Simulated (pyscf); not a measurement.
Single points on ωB97X-D3(BJ)/def2-SVP structures (PySCF, gas phase).

PBE/def2-TZVP puts the barrier of H₂N–TaH(NH₂)(NH₂)–NH–SiH₃ (SMILES [NH2][TaH]([NH2])([NH2])[NH][SiH3]) → HN=Ta(NH₂)(NH₂)–NH₂ (SMILES [NH]=[Ta]([NH2])([NH2])[NH2]) + SiH₄ (SMILES [SiH4]) (elimination; singlet surface; N–Si, H–Ta broken, H–Si formed) at 76.9 kJ/mol and the reaction energy at +41.4 kJ/mol, from the reactant's lowest minimum found. What do r²SCAN/def2-TZVP, M06-2X/def2-TZVP, ωB97M-D3(BJ)/def2-TZVP give on the same structures?

r²SCAN: ΔE‡ = 85.9 kJ/mol, ΔE = +58.6 kJ/mol; M06-2X: ΔE‡ = 101.1 kJ/mol, ΔE = +64.4 kJ/mol; ωB97M-D3(BJ): ΔE‡ = 99.5 kJ/mol, ΔE = +61.4 kJ/mol. PBE's barrier lies under all of them, by 9.0 to 24.1 kJ/mol. Its reaction energy lies under all of them, by 17.2 to 23.0 kJ/mol. At the saddle there is also a short Si–Ta contact that neither side keeps. This is the saddle that the search found; another between the same sides may lie lower. Elements past Kr carry the def2 core potentials, without spin-orbit coupling.
